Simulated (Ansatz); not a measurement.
# NHO+ (quartet): the correlation ladder, cc-pVDZ

How much of the correlation energy of NHO+ (quartet) does each wave-function method recover here?

Computed with Ansatz 0.2.0, Gaussian basis. Level: cc-pVDZ, core rule «outside noble gas», up to 2 orbitals frozen.

To be run: UHF; CCSD(T) on ROHF; CCSD(T) on UHF; BCCD(T) on ROHF; CISD; CCSDT(Q) on ROHF; CCSDT(Q) on UHF; CCSDTQ on ROHF; CCSDTQ on UHF; CASSCF and MRCISD+Q, 11 electrons in 9 orbitals; CASSCF and NEVPT2, 11 electrons in 9 orbitals.

4 further runs of the same task are left out: 4 set aside as unsound or not needed.

### 1 What is computed

The geometry is a PBE0/def2-TZVP stationary point (not a proven minimum) of the parent state, kept for this charge and spin.

3 atoms, charge 1, spin multiplicity 4.

Atoms are counted from 1 here; the program's logs count them from 0.

Bond lengths: N1–O2 1.310 Å, O2–H3 0.972 Å. Angles: N1–O2–H3 109.0°.

### 2 UHF

Contents of in.yaml:

```yaml
crystal:
  periodic: [false, false, false]
  atoms:
    - {symbol: N, position_ang: [0.000000, -0.059009, 0.726911]}
    - {symbol: O, position_ang: [0.000000, 0.100344, -0.573400]}
    - {symbol: H, position_ang: [0.000000, -0.772778, -0.999631]}
basis:
  gaussian: {orbitals: cc-pVDZ}
total_charge: 1
magnetization: {spin_polarized: true, initial_magnetization: 3}
hamiltonian: {xc: hf}
output: {orbitals: {seedname: orbitals}}
```

Started as:

```bash
ansatz run in.yaml --threads 1 --pin off --events-out ev --progress --plain --max-ram 2816MiB --backend cpu
```

The runs that follow: CCSD(T) on ROHF; CCSD(T) on UHF; BCCD(T) on ROHF; CISD; CCSDT(Q) on ROHF; CCSDT(Q) on UHF; CCSDTQ on ROHF; CCSDTQ on UHF; CASSCF and MRCISD+Q, 11 electrons in 9 orbitals; CASSCF and NEVPT2, 11 electrons in 9 orbitals.

**Question.** What will the summary of the whole plan be? Wanted: UCCSDTQ below the RHF energy; RMP2 from UCCSDTQ; UMP2 from UCCSDTQ; RCCSD from UCCSDTQ; RCCSD(T) from UCCSDTQ; UCCSD(T) from UCCSDTQ; RCCSDT(Q) from UCCSDTQ; UCCSDT(Q) from UCCSDTQ; NEVPT2 valence from UCCSDTQ.

As calculated:

```
                         quantity                                                    value
     UCCSDTQ below the RHF energy                                               -7.8359 eV
                RMP2 from UCCSDTQ                                               +933.7 meV
                UMP2 from UCCSDTQ                                               +899.6 meV
               RCCSD from UCCSDTQ                                               +259.2 meV
            RCCSD(T) from UCCSDTQ                                                +44.5 meV
            UCCSD(T) from UCCSDTQ                                                +41.9 meV
           RCCSDT(Q) from UCCSDTQ                                                 +0.6 meV
           UCCSDT(Q) from UCCSDTQ                                                 -4.0 meV
      NEVPT2 valence from UCCSDTQ                                              +1282.6 meV
    MRCISD+Q valence from UCCSDTQ                                               +326.2 meV
levels within 1 kcal/mol (43 meV)  UCCSD(T), RCCSDT, UCCSDT, RCCSDT(Q), UCCSDT(Q), RCCSDTQ
                    T1 diagnostic                                                    0.050
   effectively unpaired electrons                                                     3.01
```

In words: RCCSD(T) lands +44.5 meV from the yardstick (0.6 % of the correlation energy). The occupations are near whole numbers, but T1 = 0.050 shows that the orbitals relax strongly. Of the multireference levels listed MRCISD+Q valence comes nearest in total energy (+326.2 meV), which doesn't show that its space is the better one. Coupled cluster took another determinant than the lowest Hartree-Fock one. These misses are within one basis, not against nature; the frozen cores of restricted and unrestricted runs differ, which can shift their rows.
